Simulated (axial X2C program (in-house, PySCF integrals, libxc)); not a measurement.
# Photoelectron levels of AlCl by EOM-IP-CCSD

Calculated with an axial X2C code built on PySCF integrals: two-component X2C with atomic mean-field Coulomb and Gaunt terms, Gaussian nuclei, basis Cl dyall-av3z, Al dyall-v3z with contracted cores.

R = 2.256 Å (1.045 times 2.159 Å, the PBE0 minimum at charge 0 for the lowest determinant).

Vertical ionisation energies of AlCl to the states of AlCl⁺:

```json
{"Ω of AlCl⁺": "1/2", "vertical IE (eV)": "9.566", "above lowest (cm⁻¹)": "0", "ionised spinor": "47% Al sσ, 24% Al pσ, 21% Cl pσ", "one-hole weight": "0.96"}
{"Ω of AlCl⁺": "3/2", "vertical IE (eV)": "11.404", "above lowest (cm⁻¹)": "14824", "ionised spinor": "91% Cl pπ", "one-hole weight": "0.92"}
{"Ω of AlCl⁺": "1/2", "vertical IE (eV)": "11.477", "above lowest (cm⁻¹)": "15410", "ionised spinor": "91% Cl pπ", "one-hole weight": "0.92"}
{"Ω of AlCl⁺": "1/2", "vertical IE (eV)": "13.624", "above lowest (cm⁻¹)": "32726", "ionised spinor": "68% Cl pσ, 25% Al sσ", "one-hole weight": "0.89"}
```

Question: What is the splitting of the first π pair in the table, and is it regular or inverted?

Answer: E(3/2) − E(1/2) = 14824 − 15410 = -586 cm⁻¹ at EOM-IP-CCSD: inverted, Ω = 3/2 lower. Splittings at this level can be off by ten to twenty per cent.

This point took 7.3 s on 1 thread of Intel(R) Xeon(R) Processor @ 2.30GHz, on a shared host.

Reference electrons by ω block (each with its −ω partner): 1/2: 12, 3/2: 3. 10 electrons of AlCl correlated (inner shells frozen), 94 natural virtual spinors (a truncated set); levels can be off by some tenths of an eV. Roots sought by Ω: (1/2: 4, 3/2: 3, 5/2: 1); rows need 60 % one-particle weight and stop where some Ω has no more roots. Missing are any skipped roots, higher Ω and states of a further excitation; these come out far too high here and may in truth be low or lowest. T1 of the reference 0.011 (Lee–Taylor). Number of frozen shells: Cl 2 s, 1 p; Al 2 s, 1 p.
